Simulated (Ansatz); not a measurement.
# AlBN+ (quintet): the correlation ladder, cc-pVTZ

One table from this session's results is given with a row withheld; the runs are named, their logs left out.

Method: cc-pVTZ, core rule «outside noble gas», up to 7 orbitals frozen; program: Ansatz 0.2.0, Gaussian basis.

To be run: UHF; CCSD(T) on ROHF; CCSD(T) on UHF; BCCD(T) on ROHF; CCSDT(Q) on ROHF; CCSDT(Q) on UHF.

8 further runs of the same task are left out: 3 for a known fault of the program, 5 set aside as unsound or not needed.

## The system

The geometry is a PBE0/def2-TZVP stationary point (not a proven minimum) of the parent state, kept for this charge and spin.

3 atoms, charge 1, spin multiplicity 5.

Atoms are counted from 1 here; the program's logs count them from 0.

Bond lengths: Al1–B2 2.045 Å, B2–N3 1.326 Å. Angles: Al1–B2–N3 180.0°.

Geometry (Å):

```
Al    0.0000    0.0000    1.8054
B     0.0000    0.0000   -0.2395
N     0.0000    0.0000   -1.5659
```

The first run:

in.yaml

```yaml
crystal:
  periodic: [false, false, false]
  atoms:
    - {symbol: Al, position_ang: [0.000000, 0.000000, 1.805400]}
    - {symbol: B, position_ang: [0.000000, 0.000000, -0.239500]}
    - {symbol: N, position_ang: [0.000000, 0.000000, -1.565900]}
basis:
  gaussian: {orbitals: cc-pVTZ}
total_charge: 1
magnetization: {spin_polarized: true, initial_magnetization: 4}
hamiltonian: {xc: hf}
output: {orbitals: {seedname: orbitals}}
```

Started as:

```
> ansatz run in.yaml --threads 1 --pin off --events-out ev --progress --plain --max-ram 2816MiB --backend cpu
```

Among the steps run: UHF; CCSD(T) on ROHF; CCSD(T) on UHF; BCCD(T) on ROHF; CCSDT(Q) on ROHF; CCSDT(Q) on UHF.

One of the session's tables, all rows but one given; the rest of the session is left out.

| method | from UCCSDT(Q) (kJ/mol) |
| --- | --- |
| ROHF | +673.3 |
| UHF | +654.2 |
| RMP2 | ? |
| UMP2 | +116.3 |
| RCCSD | +30.1 |
| UCCSD | +29.3 |
| RCCSD(T) | +5.7 |
| UCCSD(T) | +5.3 |
| BCCD(T) | +5.5 |
| RCCSDT | +1.5 |
| UCCSDT | +1.1 |
| RCCSDT(Q) | +0.4 |
| UCCSDT(Q) | 0 |

Q: Estimate the row for RMP2 from the others.

As computed: from UCCSDT(Q) (kJ/mol): +115.9. In the column «from UCCSDT(Q) (kJ/mol)» it lies between RCCSD (+30.1) and UMP2 (+116.3).

Limits of these values: Restricted and unrestricted rows rest on different reference determinants; where their highest levels disagree by more than a few hundredths of an eV, they describe different states and don't form one ladder.
